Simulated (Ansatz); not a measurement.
Input for Ansatz (development build ahead of 0.2.0):

```yaml
crystal:
  periodic: [false, false, false]
  atoms:
    - { symbol: C, position_ang: [-0.0439, -0.01238, -0.79967] }
    - { symbol: S, position_ang: [-0.01063, 0.04714, 0.80731] }
basis:
  gaussian: { orbitals: def2-SVP }
total_charge: -1
magnetization:
  spin_polarized: true
  initial_magnetization: 1
hamiltonian:
  xc: hf
correlation:
  method: mp2
  frozen_orbitals: { C: 1, S: 5 }
```

The input is written out in the form of the current development build from the run's settings.

Output:

| Item | Value |
| --- | --- |
| Converged | yes |
| Reference energy | -435.14036 hartree |
| Correlation energy | -0.22272 hartree |
| Total energy | -435.36308 hartree |
| Spin squared of the determinant | 0.772 |
| Stability test | minimum |
| Occupied orbitals by symmetry in an Abelian subgroup (alpha; beta) | 7 A1 3 B1 2 B2; 7 A1 2 B1 2 B2 |

Messages of the program:
```
mean field -11840.77242038 eV, -435.1403604853 hartree, gradient 3.5e-6 eV, S^2 0.771885; 6 other ends of a descent, 0 dependent functions left out
```

Caution: no diffuse functions for an anion.
